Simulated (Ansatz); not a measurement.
The first iterations of a band of BClFH (4 atoms, charge 0, multiplicity 1).

These are results of RKS PBE0-D4/def2-SVPD in Ansatz, not measurements.

| Property | Result |
| --- | --- |
| movable images | 7 |
| climbing image | yes |
| spring | 5.0 eV/Å² |
| optimiser | quadratic models (default) |
| start path | through a guess of the saddle point |
| force threshold | 0.05 eV/Å |
| iteration limit | 60 |
| end points | relaxed |

Initial state:

```xyz
4
Properties=species:S:1:pos:R:3
B 0.246 0.000 0.276
H -0.012 0.000 1.446
Cl 1.906 0.000 -0.276
F -0.715 0.000 -0.623
```

Final state:

```xyz
4
Properties=species:S:1:pos:R:3
B -0.668 0.000 -0.140
H 1.351 0.000 0.553
Cl 2.598 0.000 0.971
F -1.858 0.000 -0.562
```

| iteration | highest image above the first end (eV) | largest band force component (eV/Å) |
| --- | --- | --- |
| 1 | 4.724 | 4.476 |
| 2 | 4.040 | 2.490 |
| 3 | 3.955 | 3.309 |
| 4 | 3.926 | 2.138 |

Does the band converge within its limit, and where does its top end?

The run converged. It ended after 13 iterations with the highest image 3.632 eV above the first end. Neighbouring images differ by up to 2.0 eV, so the band resolves the path poorly. A vibrational analysis at the climbing image gives one clearly imaginary mode, 813i cm⁻¹: a first-order saddle point. The orbitals stay closed-shell, which can raise the energy where a bond breaks towards radicals; this wasn't checked here.

Time of the run: 2.3 min on 1 thread of Arm Neoverse V2, with other jobs on the host, peak memory 0.14 GiB.
